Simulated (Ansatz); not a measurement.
Input file:

```yaml
crystal:
  periodic: [false, false, false]
  atoms:
    - {symbol: B, position_ang: [0.000000, 0.000000, 0.609850]}
    - {symbol: Al, position_ang: [0.000000, 0.000000, -4.088827]}
    - {symbol: H, position_ang: [0.000000, 0.000000, 3.478977]}
basis:
  gaussian: {orbitals: 6-31G}
magnetization: {spin_polarized: false, initial_magnetization: 3}
correlation: {method: ccsdt_q, electrons: outside_noble_gas}
```

```sh
$ ansatz run in.yaml --threads 1 --pin off --events-out ev --progress --plain --max-ram 2393MiB
```

Output:

```
482 factors; integrals over basis functions are off by at most 1.5e-7 eV
mean field evaluation 1: about -7257.5469 eV, gradient 9.8e0 eV
mean field evaluation 2: about -7257.5478 eV, gradient 9.8e0 eV
mean field evaluation 4: about -7258.2388 eV, gradient 8.2e0 eV
mean field evaluation 8: about -7261.6728 eV, gradient 2.8e0 eV
mean field evaluation 16: about -7261.8398 eV, gradient 2.4e-2 eV
mean field evaluation 32: about -7261.9650 eV, gradient 9.3e-2 eV
mean field evaluation 64: about -7261.9478 eV, gradient 2.8e-2 eV
mean field evaluation 96: about -7261.9421 eV, gradient 2.1e0 eV
mean field evaluation 128: about -7261.9648 eV, gradient 3.1e-5 eV
mean field evaluation 160: about -7261.9360 eV, gradient 2.8e-6 eV
...
mean field -7261.96484709 eV, -266.8722857941 hartree, gradient 6.7e-7 eV, S^2 3.750000; 21 other end points of the search recorded, 0 dependent functions left out
...
determinant -7261.96484709 eV, -266.8722857941 hartree, with singles and doubles -7263.92221620 eV, -266.9442177821 hartree
determinant -7261.94780544 eV, -266.8716595251 hartree, with singles and doubles -7263.89881454 eV, -266.9433577870 hartree
determinant -7261.93598763 eV, -266.8712252283 hartree, with singles and doubles -7263.88542275 eV, -266.9428656476 hartree
determinant -7261.83983864 eV, -266.8676918183 hartree, with singles and doubles -7263.79733053 eV, -266.9396283183 hartree
determinant -7261.71607236 eV, -266.8631434914 hartree, with singles and doubles -7263.66391630 eV, -266.9347254358 hartree
determinant -7261.96484709 eV, -266.8722857941 hartree, with singles and doubles -7263.92184903 eV, -266.9442042888 hartree
determinant -7261.94780544 eV, -266.8716595251 hartree, with singles and doubles -7263.90005973 eV, -266.9434035469 hartree
determinant -7261.93598763 eV, -266.8712252283 hartree, with singles and doubles -7263.88772258 eV, -266.9429501650 hartree
determinant -7261.83983864 eV, -266.8676918183 hartree, with singles and doubles -7263.79768271 eV, -266.9396412607 hartree
determinant -7261.71607236 eV, -266.8631434914 hartree, with singles and doubles -7263.66470025 eV, -266.9347542455 hartree
6 core orbitals not correlated: weight in the atoms' cores, before any rotation towards them, 1.000 or more for the frozen orbitals, at most 0.000 for the correlated occupied ones
reference -7261.96484709 eV, -266.8722857941 hartree; 5, 2 occupied and 13, 16 virtual orbitals, 482 factors
second order -1.09932106 eV of doubles, -0.00499829 eV of singles
...
cycle  43  -1.98347288 eV  change    1.2e-7 eV  update   9.9e-7
cycle  44  -1.98347305 eV  change   -1.7e-7 eV  update   6.9e-7
cycle  45  -1.98347331 eV  change   -2.7e-7 eV  update   1.6e-6
cycle  46  -1.98347348 eV  change   -1.7e-7 eV  update   3.9e-6
cycle  47  -1.98347352 eV  change   -4.3e-8 eV  update   2.5e-6
cycle  48  -1.98347395 eV  change   -4.3e-7 eV  update   2.3e-6
cycle  49  -1.98347441 eV  change   -4.6e-7 eV  update   1.8e-6
cycle  50  -1.98347459 eV  change   -1.7e-7 eV  update   1.2e-6
cycle  51  -1.98347455 eV  change    3.5e-8 eV  update   1.3e-6
cycle  52  -1.98347457 eV  change   -1.5e-8 eV  update   3.4e-7
perturbative correction -0.00097442 eV, -0.0000358091 hartree
Total energy: -7263.94929608 eV, -266.9452129491 hartree
```

For the same geometry and basis full CI lies 1.0 meV lower.

Ran on 1 thread of Arm Neoverse V1, shared host: 5.5 s wall, 0.15 GiB peak host memory.
